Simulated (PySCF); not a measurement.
Compound: FHO.
SMILES with atom numbers: `[OH:1][F:2]` (hydrogens: H3 on O1)

Structure used (PBE0-D3(BJ)/def2-SVP), in Å, numbered top down from 1:
```xyz
3
FHO angstrom
O     -0.190    0.490    0.000
F      1.008   -0.239    0.000
H     -0.818   -0.251    0.000
```

Computed with core-valence-separated Tamm–Dancoff BHandHLYP/aug-pcX-1 (pcseg-1 on H) in PySCF, non-relativistic, gas phase, PBE0-D3(BJ)/def2-SVP geometry. The energies are unshifted.

The lowest roots of each edge with f over 0.003 (five at most, numbered afresh; weaker and dark ones are left out), with transition dipoles (au) in the frame of the coordinates:

| root | edge | E (eV) | f | μx | μy | μz |
| --- | --- | --- | --- | --- | --- | --- |
| 1 | O | 529.02 | 0.0834 | 0.0698 | -0.0396 | 0.0000 |
| 2 | O | 534.67 | 0.0307 | 0.0332 | 0.0353 | 0.0000 |
| 3 | O | 538.46 | 0.0085 | 0.0078 | -0.0241 | 0.0000 |
| 4 | O | 538.46 | 0.0092 | 0.0000 | 0.0000 | -0.0264 |
| 5 | F | 680.60 | 0.0664 | -0.0544 | 0.0320 | 0.0000 |
| 6 | F | 689.48 | 0.0045 | -0.0152 | 0.0061 | 0.0000 |
| 7 | F | 690.35 | 0.0051 | 0.0000 | 0.0000 | 0.0173 |
| 8 | F | 690.37 | 0.0049 | -0.0057 | -0.0160 | 0.0000 |
| 9 | F | 692.10 | 0.0053 | -0.0085 | -0.0155 | 0.0000 |

Task: What is the unit vector of the normal of the molecular plane, and which share of each root's |μ|² lies along it?

Result: (0.00, 0.00, 1.00), up to sign.

| root | core hole on | share along it | final orbital under reflection in the plane |
| --- | --- | --- | --- |
| 1 | O1 | 0.00 | even |
| 2 | O1 | 0.00 | even |
| 3 | O1 | 0.00 | even |
| 4 | O1 | 1.00 | odd |
| 5 | F2 | 0.00 | even |
| 6 | F2 | 0.00 | even |
| 7 | F2 | 1.00 | odd |
| 8 | F2 | 0.00 | even |
| 9 | F2 | 0.00 | even |

The 1s orbitals of atoms in the plane are even under the reflection, so light polarised along the normal reaches odd orbitals alone (the out-of-plane π set) and light polarised in the plane even ones.

Task: Molecules are fixed in this frame and the field points along (1, 1, 0)/√2. What effective strengths 3 f cos²θ do the roots have (θ between field and μ)?

Result: root 1 (O1): 0.018, root 2 (O1): 0.092, root 3 (O1): 0.005, root 4 (O1): 0.000, root 5 (F2): 0.012, root 6 (F2): 0.002, root 7 (F2): 0.000, root 8 (F2): 0.012, root 9 (F2): 0.015. Root 2 is the strongest. Averaged over all orientations cos²θ is 1/3, which gives f back. For degenerate partners only the sum has meaning, as the program may mix them freely.

